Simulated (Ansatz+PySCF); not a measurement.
A calculation with PySCF 2.14.0.

```python
from pyscf import gto, dft

mol = gto.M(atom="""
S 0.000000 0.000000 -0.223640
H 0.000000 2.088780 1.789110
H 0.000000 -2.088780 1.789110
""", basis='6-31g', charge=0, spin=0)
mf = dft.UKS(mol, xc='pbe0')
mf.kernel()
print(mf.converged, mf.e_tot, mf.spin_square()[0])
```

The script is written out from the run's settings.

The run gave:

* Converged: yes
* Total energy: -398.86665 hartree
* Spin squared of the determinant: 0.000

This is not the lowest solution: another run reaches a determinant 2.31 eV lower. Caution: charge can spread falsely over distant fragments.
